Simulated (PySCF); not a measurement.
Vinyl ether, C4H6O.
Atom-mapped SMILES: `[CH2:1]=[CH:2][O:3][CH:4]=[CH2:5]` (hydrogens: H6, H7 on C1; H8 on C2; H9 on C4; H10, H11 on C5)

The same species was optimised twice, with GFN2-xTB and with PBE0-D3(BJ)/def2-SVP (PySCF), and the same property calculations (PySCF, gas phase) were run on both structures.

```
     coordinate  GFN2-xTB  PBE0-D3(BJ)/def2-SVP  change
     C5–H11 (Å)     1.073                 1.090  +0.017
     C5–H10 (Å)     1.075                 1.092  +0.017
      C1–H6 (Å)     1.075                 1.092  +0.017
      C1–H7 (Å)     1.073                 1.090  +0.017
      C2–H8 (Å)     1.087                 1.098  +0.011
      C4–H9 (Å)     1.087                 1.098  +0.011
      C4=C5 (Å)     1.323                 1.331  +0.008
      C1=C2 (Å)     1.323                 1.331  +0.008
      O3–C4 (Å)     1.355                 1.353  -0.002
      C2–O3 (Å)     1.355                 1.353  -0.002
  C4–C5–H11 (°)     120.9                 119.6    -1.3
   H6–C1–H7 (°)     118.0                 119.2    +1.2
 H10–C5–H11 (°)     118.1                 119.2    +1.1
   C2–C1–H7 (°)     120.7                 119.6    -1.1
   O3–C4–H9 (°)     115.9                 115.1    -0.8
   O3–C2–H8 (°)     115.8                 115.1    -0.7
   C1–C2–H8 (°)     122.1                 122.6    +0.5
   C2–O3–C4 (°)     118.5                 119.0    +0.5
C1–C2–O3–C4 (°)       180                   180       0
C2–O3–C4–C5 (°)       180                   180       0
```

Rotational constants: A = 35569, B = 2534, C = 2365 MHz (GFN2-xTB) against A = 35205, B = 2518, C = 2350 MHz (PBE0-D3(BJ)/def2-SVP). Point groups within 0.08 Å: C2v and C2v. Atoms that the bonding makes alike are paired by their places after alignment.

On the GFN2-xTB structure: HOMO (eV) -6.45 [PBE0/pcSseg-1]; LUMO (eV) 0.33 [PBE0/pcSseg-1]; dipole (D) 1.41 [PBE0/pcSseg-1]; GIAO shielding of C1/C5 (mean) (ppm) 90.5 [PBE0/pcSseg-1]; GIAO shielding of C2/C4 (mean) (ppm) 29.1 [PBE0/pcSseg-1]; GIAO shielding of O3 (ppm) 133.6 [PBE0/pcSseg-1].

What do these properties become on the PBE0-D3(BJ)/def2-SVP structure?

| property | level | on GFN2-xTB | on PBE0-D3(BJ)/def2-SVP | change |
| --- | --- | --- | --- | --- |
| HOMO (eV) | PBE0/pcSseg-1 | -6.45 | -6.43 | +0.02 |
| LUMO (eV) | PBE0/pcSseg-1 | 0.33 | 0.27 | -0.06 |
| dipole (D) | PBE0/pcSseg-1 | 1.41 | 1.39 | -0.02 |
| energy, GFN2-xTB geometry as zero (kcal/mol) | PBE0/pcSseg-1 | 0.0 | -0.2 | -0.2 |
| GIAO shielding of C1/C5 (mean) (ppm) | PBE0/pcSseg-1 | 90.5 | 88.7 | -1.8 |
| GIAO shielding of C2/C4 (mean) (ppm) | PBE0/pcSseg-1 | 29.1 | 27.9 | -1.2 |
| GIAO shielding of O3 (ppm) | PBE0/pcSseg-1 | 133.6 | 130.9 | -2.7 |

The heavy atoms differ by 0.006 Å rms after alignment. Among all bonds C1–H6, C1–H7, C5–H10 and C5–H11 change most and about equally (+0.017 Å). Changes are differences of the printed values. Neither structure is proved a minimum here.

The values belong to the conformer `[CH2:1]=[CH:2][O:3][CH:4]=[CH2:5]`: C1–C2–O3–C4 180°, C2–O3–C4–C5 180°.
